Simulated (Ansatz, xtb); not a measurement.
**Relative energy of two isomers of C3H7O2**

We compare a, `CC[C](O)O`, a doublet, with b, `C[CH]C(O)O`, a doublet. Both are isolated molecules in the gas phase, relaxed with PBE0-D3(BJ)/def2-SVP; the shapes shown needn't be the lowest conformers.

a (Å):

```xyz
12

C    -1.4234   -0.8184   -0.3003
C    -0.0813   -0.0856   -0.3034
C     0.8324   -0.5283    0.7980
O     1.2628   -1.8066    0.6554
O     0.4250   -0.2974    2.0935
H    -1.9432   -0.6692    0.6582
H    -1.2680   -1.8992   -0.4312
H    -2.0801   -0.4624   -1.1083
H     0.4407   -0.2434   -1.2602
H    -0.2403    1.0028   -0.2136
H     1.6978   -2.0551    1.4802
H     0.3415    0.6539    2.2166
```

b (Å):

| atom | x (Å) | y (Å) | z (Å) |
| --- | --- | --- | --- |
| C | -1.7404 | -2.0243 | -2.0841 |
| C | -0.6832 | -1.0806 | -1.6573 |
| C | 0.3564 | -1.4386 | -0.6498 |
| O | 0.8823 | -0.3095 | -0.0148 |
| O | -0.1971 | -2.3468 | 0.2568 |
| H | -1.3574 | -2.7665 | -2.8150 |
| H | -2.5768 | -1.5035 | -2.5739 |
| H | -2.1215 | -2.5973 | -1.2259 |
| H | -0.4562 | -0.1970 | -2.2625 |
| H | 1.2385 | -1.8932 | -1.1551 |
| H | 0.1289 | 0.1962 | 0.3171 |
| H | 0.5058 | -2.6023 | 0.8643 |

Quicker runs give these differences E(b) − E(a): GFN2-xTB +40.8 kJ/mol; HF/STO-3G +50.6 kJ/mol (at GFN2-xTB geometries); r2SCAN-D4/def2-SVP +16.9 kJ/mol (at GFN2-xTB geometries).

Task: Estimate E(b) − E(a) at the level CCSD(T)/def2-SVP + ΔMP2/def2-TZVPP.

Result: Calculated at CCSD(T)/def2-SVP + ΔMP2/def2-TZVPP: E(b) − E(a) = +18.4 kJ/mol, so structure a lies lower.

The same difference at several levels:

| level | geometry | E(b) − E(a) (kJ/mol) | departure from the last row (kJ/mol) | job, with rough time for the two |
| --- | --- | --- | --- | --- |
| GFN2-xTB | GFN2-xTB | +40.8 | +22.4 | optimisation, 0.17 s |
| HF/STO-3G | GFN2-xTB | +50.6 | +32.2 | single point, 0.36 s |
| r2SCAN-D4/def2-SVP | GFN2-xTB | +16.9 | −1.4 | single point, 6.9 s |
| PBE0-D3(BJ)/def2-SVP | PBE0-D3(BJ)/def2-SVP | +23.3 | +4.9 | optimisation, 1.8 min |
| HF/def2-SVP | PBE0-D3(BJ)/def2-SVP | +13.2 | −5.2 | part of the CCSD(T) run |
| MP2/def2-SVP | PBE0-D3(BJ)/def2-SVP | +24.8 | +6.4 | part of the CCSD(T) run |
| CCSD(T)/def2-SVP | PBE0-D3(BJ)/def2-SVP | +23.0 | +4.6 | single point |
| CCSD(T)/def2-SVP + ΔMP2/def2-TZVPP | PBE0-D3(BJ)/def2-SVP | +18.4 |  | single point, 99 s |

As drawn, both hold the same kinds of bond in the same numbers.

None of the levels shown reverses the order. The largest departure from CCSD(T)/def2-SVP + ΔMP2/def2-TZVPP is that of HF/STO-3G, 32.2 kJ/mol. The last row adds to CCSD(T) the change of the MP2 difference between the two basis sets, here −4.6 kJ/mol.

With harmonic frequencies from PBE0-D3(BJ)/def2-SVP (ideal gas, rigid rotor, one conformer each, 298.15 K, 1 atm): the zero-point term adds −3.5 kJ/mol; ΔH is +15.3 and ΔG +13.8 kJ/mol.

Open shells are spin-unrestricted. The correlated steps freeze 5 core orbitals. Codes used: Ansatz 0.2.0, xtb 6.7.1; the last row on 2 threads of Arm Neoverse V1 on a shared host.
